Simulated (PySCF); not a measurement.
Atoms are numbered as in `[CH2:1]=[CH:2][C:3](=[CH2:4])[N:5]=[CH2:6]`. Hydrogens are named by the atom that carries them. Ha(C4) is cis to C2; Ha(C1), Ha(C6) are cis to C3; Hb(C4) is trans to C2; Hb(C1), Hb(C6) are trans to C3.

GIAO PBE0/pcSseg-1 shifts (PySCF 2.14, gas phase, non-relativistic, equivalent atoms averaged), each against references optimised in the same way as the molecule (TMS, NH3).

On the GFN2-xTB geometry: C3 164.5, C6 152.5, C2 142.0, C1 124.6, C4 101.9, N5 406.8, Ha(C6) 7.75, Hb(C6) 7.20, H(C2) 6.53, Ha(C1) 5.97, Hb(C1) 5.57, Hb(C4) 4.48, Ha(C4) 4.33 ppm.

Problem. What changes on the PBE0-D3(BJ)/def2-SVP geometry?

Solution. 
```json
{"atoms": "C3", "δ (ppm)": "167.0", "change": "+2.5"}
{"atoms": "C6", "δ (ppm)": "155.8", "change": "+3.3"}
{"atoms": "C2", "δ (ppm)": "142.2", "change": "+0.2"}
{"atoms": "C1", "δ (ppm)": "125.4", "change": "+0.8"}
{"atoms": "C4", "δ (ppm)": "103.2", "change": "+1.3"}
{"atoms": "N5", "δ (ppm)": "410.2", "change": "+3.4"}
{"atoms": "Ha(C6)", "δ (ppm)": "7.50", "change": "-0.25"}
{"atoms": "Hb(C6)", "δ (ppm)": "7.11", "change": "-0.09"}
{"atoms": "H(C2)", "δ (ppm)": "6.35", "change": "-0.18"}
{"atoms": "Ha(C1)", "δ (ppm)": "5.90", "change": "-0.07"}
{"atoms": "Hb(C1)", "δ (ppm)": "5.49", "change": "-0.08"}
{"atoms": "Hb(C4)", "δ (ppm)": "4.47", "change": "-0.01"}
{"atoms": "Ha(C4)", "δ (ppm)": "4.31", "change": "-0.02"}
```

Bonds between heavy atoms that differ most (equivalent bonds averaged): C3–N5 1.386 → 1.400 Å, N5–C6 1.252 → 1.264 Å, C1–C2 1.327 → 1.338 Å, C3–C4 1.340 → 1.349 Å, C2–C3 1.459 → 1.466 Å. Mean change of bonds to hydrogen: C–H +0.015 Å.
